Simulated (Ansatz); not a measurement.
A nudged elastic band was laid between two geometries of BH$_{3}$OSi (6 atoms, charge 0, multiplicity 1).

Method: RKS B3LYP-D4/def2-SVP (Ansatz).

| Property | Result |
| --- | --- |
| movable images | 9 |
| climbing image | yes |
| spring | 5.0 eV/Å² |
| optimiser | quadratic models (default) |
| start path | IDPP |
| force threshold | 0.05 eV/Å |
| iteration limit | 60 |
| end points | relaxed |

Initial state:

```xyz
6
Properties=species:S:1:pos:R:3
B 0.258 -0.535 -0.855
Si -0.238 0.477 0.806
O -0.462 2.003 0.741
H -0.591 -0.986 -1.580
H 1.410 -0.647 -1.188
H -0.377 -0.311 2.076
```

Final state:

```xyz
6
Properties=species:S:1:pos:R:3
B 0.258 -0.536 -0.854
Si -0.238 0.481 0.804
O -0.457 2.007 0.743
H 1.410 -0.657 -1.184
H -0.592 -0.986 -1.580
H -0.381 -0.309 2.072
```

Task: Which bonds break or form, and what moves?

Result: No bond is made or broken. The dihedral H4–B1–Si2–O3 goes from -89 to 87°. The two ends are copies of one structure, up to a mirror image or an exchange of like atoms.

Task: Give the energies along the band, and the barrier.

Result: It converged. The highest image is number 5 of 0 to 10, 1.9 kcal/mol above the ends, which have the same energy within 2 meV. A vibrational analysis at the climbing image gives one clearly imaginary mode, 138i cm⁻¹: a first-order saddle point.

```csv
image,path coordinate (Å),energy (kcal/mol),dihedral H4–B1–Si2–O3 (°)
0,0.00,0.0,-89
1,0.36,0.2,-106
2,0.72,0.7,-124
3,1.09,1.3,-143
4,1.45,1.8,-162
5,1.81,1.9,180
6,2.18,1.8,161
7,2.54,1.3,141
8,2.91,0.7,123
9,3.27,0.2,104
10,3.64,0.0,87
```

Task: What is the geometry of the highest image?

Result: 
```xyz
6
Properties=species:S:1:pos:R:3:forces:R:3
B 0.331 -0.542 -0.856 -0.01 0.02 0.03
Si -0.291 0.505 0.770 0.00 -0.02 -0.02
O 0.123 1.967 1.052 0.01 0.01 0.00
H -0.021 -1.683 -1.017 0.01 -0.01 -0.02
H 1.054 -0.013 -1.657 0.00 0.00 0.00
H -1.198 -0.233 1.707 0.00 0.01 0.01
```

Task: What are the harmonic wavenumbers there?

Result: 138i, 226, 470, 589, 650, 876, 878, 1143, 1181, 2179, 2592, 2705 cm⁻¹.

The band took 5 iterations and about 70 core-seconds.

The run took 71 s on 1 thread of Arm Neoverse V2, with other jobs on the host, peak memory 0.22 GiB.
